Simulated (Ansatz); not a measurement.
AsH, triplet: reading a ladder of total energies

Geometry: that of the AsH⁻, doublet, kept fixed.

```xyz
2

As    0.0000    0.0000    0.0000
H     0.0000    0.0000    1.5478
```

Basis aug-cc-pVTZ; Ansatz 0.2.0. Only valence electrons are correlated (noble-gas cores and the filled d shells of p-block atoms frozen), which leaves 6 electrons in 68 orbitals. Prefix R: restricted or restricted open-shell reference; prefix U: unrestricted. No spin–orbit coupling is included, and no scalar relativity.

Full CI isn't at hand for all of this; UCCSDT(Q) serves as the reference, and is uncertain by the last step of the cluster series or more.

UCCSD has a T1 diagnostic of 0.015 and a largest doubles amplitude of 0.05.

Runs differ by some tens of microhartree through their thresholds and, for an open shell, their frozen cores, so steps under 0.03 kcal/mol mean nothing.

Here the R and U totals at CCSDT(Q) differ by 0.22 kcal/mol, a measure of how far such totals hang on the determinant and its frozen core.

```
    level  total energy (hartree)
      UHF            -2234.806911
     UMP2            -2234.904800
    UCCSD            -2234.925530
 UCCSD(T)            -2234.929496
   UCCSDT            -2234.930261
UCCSDT(Q)            -2234.930369
```

Question: What is the correlation energy at UCCSDT(Q), and what share of it do UMP2 and UCCSD(T) recover?

Answer: E(corr) = -2234.930369 − (-2234.806911) = -0.123458 hartree = -3.359 eV. UMP2: -0.097889 / -0.123458 = 79.29 %. UCCSD(T): -0.122585 / -0.123458 = 99.29 %.

Question: By how many kcal/mol does UCCSD(T) miss UCCSDT(Q) (1 hartree = 627.509 kcal/mol), and which steps make up the rest?

Answer: -2234.929496 − (-2234.930369) = 0.000873 hartree = 0.55 kcal/mol. Steps: UCCSDT − UCCSD(T) = -0.48, UCCSDT(Q) − UCCSDT = -0.07 kcal/mol. That is within 1 kcal/mol of the reference in this basis, which itself misses far more of the correlation at the basis-set limit.
